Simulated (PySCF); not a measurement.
Geometry:
| atom | x (Å) | y (Å) | z (Å) |
| --- | --- | --- | --- |
| N1 | 1.896 | -0.005 | -0.040 |
| C2 | 0.752 | -0.002 | 0.020 |
| N3 | -0.560 | 0.004 | 0.165 |
| H4 | -1.037 | 0.856 | -0.089 |
| H5 | -1.042 | -0.850 | -0.073 |

PySCF 2.14 calculation with GFN2-xTB geometry and PBE0/pcSseg-1 with gauge-including orbitals; relativity neglected, gas phase, rapidly exchanging positions averaged, one computed conformer.

Shifts are taken against calculated references (same method and geometry level): ¹³C and ¹H against TMS; ¹⁵N vs NH3.

| atoms | nucleus | count | δ (ppm) |
| --- | --- | --- | --- |
| C2 | ¹³C | 1 | 117.0 |
| N3 | ¹⁵N | 1 | ? |
| N1 | ¹⁵N | 1 | 245.5 |
| H4/H5 | ¹H | 2 | ? |

Fill in the missing shifts.

Results:


- H4/H5: 2.50 ppm, hydrogen on a nitrogen bonded to C; exchangeable; this is the value without hydrogen bonding to other molecules
- N3: 26.6 ppm, nitrogen bonded to C, 2 H

Exchangeable OH/NH protons stand at their gas-phase positions; hydrogen bonding in a real sample shifts them, mostly to higher δ. Shifts are as computed. Against solution values, carbons near 30 ppm lie about +3 ppm off and those near 130 ppm about +5 ppm. Of 1211 compounds with measured shifts, 218 miss one by over three times the rms of a fit or turn the order of signals round; such compounds aren't used in these exercises. Experimental scales use liquid or dissolved standards, which lie at an offset from isolated NH3 (liquid NH3: subtract about 20 ppm). Unscaled 15N shifts of sp2 nitrogen come out 20 to 40 ppm too high even then.
